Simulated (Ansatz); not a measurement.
Geometry optimisation, RKS PBE0/def2-SVP in Ansatz 0.2.0.

Input file:

```yaml
crystal:
  periodic: [false, false, false]
  atoms:
    - { symbol: B, position_ang: [0.070112, -0.466105, -0.367926] }
    - { symbol: H, position_ang: [-0.098882, 0.115709, 1.951246] }
    - { symbol: H, position_ang: [1.054618, 0.208856, -0.486963] }
    - { symbol: F, position_ang: [-1.129608, 0.043882, -0.627807] }
    - { symbol: O, position_ang: [0.190375, -1.790394, -0.02306] }
    - { symbol: H, position_ang: [-0.664217, -2.237546, 0.01406] }
    - { symbol: H, position_ang: [0.099403, -0.561903, 1.824651] }
basis:
  gaussian: { orbitals: def2-SVP }
hamiltonian:
  xc: pbe0
relax:
  f_tol: 0.03
  max_steps: 50
output:
  orbitals: {}
```

Command:

```bash
$ ansatz run input.yaml --threads 1 --pin off --max-ram 2048MiB --backend cpu --events-out ev --progress --plain --runs-dir out
```

**Question.** Where does it end, and by what steps?

**Answer.** The forces met the threshold. The force dipped under the threshold on the way, but the program's further checks kept it going. After 47 steps the energy has fallen by 0.212 eV; H2 moved furthest, 1.65 Å.

```json
{"step": "0", "energy less start (eV)": "0.0000", "largest force component (eV/Å)": "1.723", "accepted": "yes"}
{"step": "2", "energy less start (eV)": "-0.1688", "largest force component (eV/Å)": "0.443", "accepted": "yes"}
{"step": "4", "energy less start (eV)": "-0.1888", "largest force component (eV/Å)": "0.196", "accepted": "yes"}
{"step": "6", "energy less start (eV)": "-0.1910", "largest force component (eV/Å)": "0.136", "accepted": "yes"}
{"step": "8", "energy less start (eV)": "-0.1920", "largest force component (eV/Å)": "0.072", "accepted": "yes"}
{"step": "10", "energy less start (eV)": "-0.1925", "largest force component (eV/Å)": "0.079", "accepted": "yes"}
{"step": "12", "energy less start (eV)": "-0.1725", "largest force component (eV/Å)": "0.801", "accepted": "no"}
{"step": "14", "energy less start (eV)": "-0.1964", "largest force component (eV/Å)": "0.155", "accepted": "yes"}
{"step": "16", "energy less start (eV)": "-0.1933", "largest force component (eV/Å)": "0.477", "accepted": "no"}
{"step": "18", "energy less start (eV)": "-0.2012", "largest force component (eV/Å)": "0.077", "accepted": "yes"}
{"step": "20", "energy less start (eV)": "-0.2027", "largest force component (eV/Å)": "0.138", "accepted": "yes"}
{"step": "22", "energy less start (eV)": "-0.2052", "largest force component (eV/Å)": "0.077", "accepted": "yes"}
{"step": "24", "energy less start (eV)": "-0.1984", "largest force component (eV/Å)": "0.520", "accepted": "no"}
{"step": "26", "energy less start (eV)": "-0.2064", "largest force component (eV/Å)": "0.067", "accepted": "yes"}
{"step": "28", "energy less start (eV)": "-0.2072", "largest force component (eV/Å)": "0.066", "accepted": "yes"}
{"step": "30", "energy less start (eV)": "-0.2024", "largest force component (eV/Å)": "0.419", "accepted": "no"}
{"step": "32", "energy less start (eV)": "-0.2078", "largest force component (eV/Å)": "0.121", "accepted": "yes"}
{"step": "34", "energy less start (eV)": "-0.2083", "largest force component (eV/Å)": "0.024", "accepted": "yes"}
{"step": "36", "energy less start (eV)": "-0.2087", "largest force component (eV/Å)": "0.070", "accepted": "yes"}
{"step": "38", "energy less start (eV)": "-0.2093", "largest force component (eV/Å)": "0.073", "accepted": "yes"}
{"step": "40", "energy less start (eV)": "-0.2098", "largest force component (eV/Å)": "0.092", "accepted": "yes"}
{"step": "42", "energy less start (eV)": "-0.2104", "largest force component (eV/Å)": "0.050", "accepted": "yes"}
{"step": "44", "energy less start (eV)": "-0.2108", "largest force component (eV/Å)": "0.090", "accepted": "yes"}
{"step": "46", "energy less start (eV)": "-0.2112", "largest force component (eV/Å)": "0.104", "accepted": "yes"}
{"step": "47", "energy less start (eV)": "-0.2115", "largest force component (eV/Å)": "0.015", "accepted": "yes"}
```

```xyz
7
Properties=species:S:1:pos:R:3
B 0.061 -0.509 -1.054
H 0.097 -0.479 3.473
H 1.002 0.197 -1.306
F -0.822 -0.803 -2.004
O -0.100 -1.001 0.186
H -0.887 -1.554 0.273
H 0.171 -0.539 2.717
```

Whether the end is a true minimum wasn't checked by a vibrational analysis.

Run time: 74 s on 1 thread of Arm Neoverse V2 (shared host), peak memory 0.1 GiB.
